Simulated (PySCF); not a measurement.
# CS⁻: script and output

File input.py (PySCF 2.14):

```python
from pyscf import gto, scf, cc

mol = gto.M(
    atom='C 0 0 0; S 0 0 1.454',
    basis='jorge-dzp',
    charge=-1,
    spin=1,
    verbose=4,
)
mf = scf.ROHF(mol)
mf.kernel()
mycc = cc.CCSD(mf, frozen=6)
mycc.kernel()
mycc.ccsd_t()
mf.dip_moment()
print('orbital energies (hartree):', mf.mo_energy[..., max(0, mol.nelec[1]-3):mol.nelec[0]+3].round(4))
```

```bash
$ OMP_NUM_THREADS=1 python input.py
```

Output (some set-up lines and the per-cycle HOMO/LUMO lines with their warnings removed):

```
PySCF version 2.14.0

[INPUT] Symbol           X                Y                Z      unit          X                Y                Z       unit  Magmom
[INPUT]  1 C      0.000000000000   0.000000000000   0.000000000000 AA    0.000000000000   0.000000000000   0.000000000000 Bohr   0.0
[INPUT]  2 S      0.000000000000   0.000000000000   1.454000000000 AA    0.000000000000   0.000000000000   2.747661785118 Bohr   0.0

nuclear repulsion = 34.9387979699587
number of shells = 19
number of NR pGTOs = 73
number of NR cGTOs = 39
basis = jorge-dzp
ecp = {}

******** <class 'pyscf.scf.rohf.ROHF'> ********
method = ROHF
initial guess = minao
damping factor = 0
level_shift factor = 0
DIIS = <class 'pyscf.scf.diis.CDIIS'>
SCF conv_tol = 1e-09
SCF max_cycles = 50
num. doubly occ = 11  num. singly occ = 1
init E= -435.51080227836

cycle= 1 E= -435.25000804434  delta_E= 0.261  |g|= 0.197  |ddm|= 1.51
cycle= 2 E= -435.266668135051  delta_E= -0.0167  |g|= 0.0677  |ddm|= 0.344
cycle= 3 E= -435.268739627915  delta_E= -0.00207  |g|= 0.0303  |ddm|= 0.132
cycle= 4 E= -435.269326343626  delta_E= -0.000587  |g|= 0.0154  |ddm|= 0.0539
cycle= 5 E= -435.269452371518  delta_E= -0.000126  |g|= 0.00411  |ddm|= 0.026
cycle= 6 E= -435.269484041171  delta_E= -3.17e-05  |g|= 0.00169  |ddm|= 0.0158
cycle= 7 E= -435.269487552445  delta_E= -3.51e-06  |g|= 0.000401  |ddm|= 0.00498
cycle= 8 E= -435.269487819275  delta_E= -2.67e-07  |g|= 0.000124  |ddm|= 0.00107
cycle= 9 E= -435.269487861993  delta_E= -4.27e-08  |g|= 3.04e-05  |ddm|= 0.000462
cycle= 10 E= -435.269487863973  delta_E= -1.98e-09  |g|= 4.52e-06  |ddm|= 0.000108
cycle= 11 E= -435.269487863998  delta_E= -2.5e-11  |g|= 8.81e-07  |ddm|= 1.13e-05
Extra cycle  E= -435.269487863999  delta_E= -8.53e-13  |g|= 3.49e-07  |ddm|= 1.81e-06
converged SCF energy = -435.269487863999

WARN: RCCSD method does not support ROHF method. ROHF object is converted to UHF object and UCCSD method is called.

******** <class 'pyscf.cc.uccsd.UCCSD'> ********
CC2 = 0
CCSD nocc = (np.int64(6), np.int64(5)), nmo = (33, 33)
frozen orbitals 6
max_cycle = 50
direct = 0
conv_tol = 1e-07
conv_tol_normt = 1e-06
Init t2, MP2 energy = -0.235768593758206
Init E_corr(UCCSD) = -0.239045075817382
cycle = 1  E_corr(UCCSD) = -0.247411074972934  dE = -0.00836599916  norm(t1,t2) = 0.0802495
cycle = 2  E_corr(UCCSD) = -0.255362192594555  dE = -0.00795111762  norm(t1,t2) = 0.0247382
cycle = 3  E_corr(UCCSD) = -0.255835791213004  dE = -0.000473598618  norm(t1,t2) = 0.0143566
cycle = 4  E_corr(UCCSD) = -0.257415655032608  dE = -0.00157986382  norm(t1,t2) = 0.00661978
cycle = 5  E_corr(UCCSD) = -0.257303102598146  dE = 0.000112552434  norm(t1,t2) = 0.00156219
cycle = 6  E_corr(UCCSD) = -0.257266550683929  dE = 3.65519142e-05  norm(t1,t2) = 0.000388827
cycle = 7  E_corr(UCCSD) = -0.25727734425135  dE = -1.07935674e-05  norm(t1,t2) = 0.000132769
cycle = 8  E_corr(UCCSD) = -0.25727723498685  dE = 1.09264499e-07  norm(t1,t2) = 4.19354e-05
cycle = 9  E_corr(UCCSD) = -0.25727670486207  dE = 5.30124781e-07  norm(t1,t2) = 1.85771e-05
cycle = 10  E_corr(UCCSD) = -0.257276837043512  dE = -1.32181442e-07  norm(t1,t2) = 4.8986e-06
cycle = 11  E_corr(UCCSD) = -0.257276825571113  dE = 1.14723987e-08  norm(t1,t2) = 1.79141e-06
cycle = 12  E_corr(UCCSD) = -0.257276862808011  dE = -3.72368977e-08  norm(t1,t2) = 6.68645e-07
UCCSD converged
E(UCCSD) = -435.5267647268071  E_corr = -0.2572768628080106
UCCSD(T) correction = -0.00968235636441633

WARN: System has nonzero charge -1; the dipole moment is origin-dependent.
Location of origin: [0. 0. 0.]

Dipole moment(X, Y, Z, Debye):  0.00000, -0.00000, -2.05275
orbital energies (hartree): [-0.1942 -0.1839 -0.1521  0.2154  0.3632  0.5102  0.6705]
```

In short: E(SCF) = -435.269488 Eh, 11 cycles, E(CCSD) − E(SCF) = -0.25728 Eh, (T) = -0.00968 Eh.

Hardware: Intel Xeon Platinum 8488C, 1 thread, shared host. Wall time 3 s, peak memory 0.17 GiB.

The basis has no diffuse functions, which an anion needs. The bond length is a typed value, not an optimised one. The dipole of an ion depends on the origin. No search for the lowest solution was made.
